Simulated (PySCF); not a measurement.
Molecule: SMILES C=C(F)F, C$_{2}$H$_{2}$F$_{2}$.

Geometry:
| atom | x (Å) | y (Å) | z (Å) |
| --- | --- | --- | --- |
| C1 | 0.643 | -0.349 | -0.044 |
| C2 | -0.519 | 0.281 | 0.036 |
| F3 | -1.686 | -0.306 | 0.137 |
| F4 | -0.670 | 1.583 | 0.025 |
| H5 | 1.563 | 0.227 | -0.125 |
| H6 | 0.669 | -1.436 | -0.028 |

Spin–spin couplings on one PBE0-D3(BJ)/def2-SVP geometry, PySCF, gas phase, non-relativistic, equivalent pairs averaged; isotopes 13C, 19F; basis pcJ-1.

Reference values (Hz): 1J(C2,F3) = -287.0 (measured; Jessen and Sauer, arXiv:2312.00705); 2J(F3,F4) = 32.7 (measured; Jessen and Sauer, arXiv:2312.00705).

How do the couplings (Hz) change with the functional? Times are CPU seconds on 1 thread of an Arm Neoverse V1, shared host.

Answers


```tsv
functional	functions	1J(C2,F3)	2J(F3,F4)	mean abs. error	core-s
LDA	128	-384.7	-162.2	113.6	4.3
PBE	128	-399.8	-144.2	112.1	6.6
KT2	128	-415.5	-179.7	137.7	6.7
B3LYP	128	-369.6	-81.9	65.9	7
PBE0	128	-366.2	-74.6	60.6	6.7
B97-2	128	-357.2	-85.2	61.4	6.5
BHandHLYP	128	-331.3	-10.1	33.4	6.5
CAM-B3LYP	128	-357.1	-66.8	52.1	8
```

Errors compare magnitudes, without vibrational corrections, and the largest couplings weigh most in the mean. Closest: BHandHLYP; furthest: KT2. Left out for a near triplet instability: HF/pcJ-1.
